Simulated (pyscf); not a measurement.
Thermochemistry of product channels of H₂Al–O–Cu (SMILES [AlH2][O][Cu]) + HF (SMILES F) on the singlet surface, in eV, from ωB97M-D3(BJ)/def2-TZVP energies (ideal gas, 1 atm, RRHO with modes under 100 cm⁻¹ raised to 100, one conformer, R ln 2 for chiral ones without a mode under 150 cm⁻¹). Single points on ωB97X-D3(BJ)/def2-SVP structures (PySCF, gas phase).

```
products                                                ΔE  ΔH(298 K)  ΔG(600 K)  ΔG(900 K)
---------------------------------------------------  -----  ---------  ---------  ---------
F–Cu (SMILES [F][Cu]) + HO–AlH₂ (SMILES [OH][AlH2])  -0.21      -0.19      -0.18      -0.16
HO–Cu (SMILES [OH][Cu]) + F–AlH₂ (SMILES [F][AlH2])  -0.32      -0.32      -0.34      -0.34
```

These are energies of the channels, which say nothing of barriers.
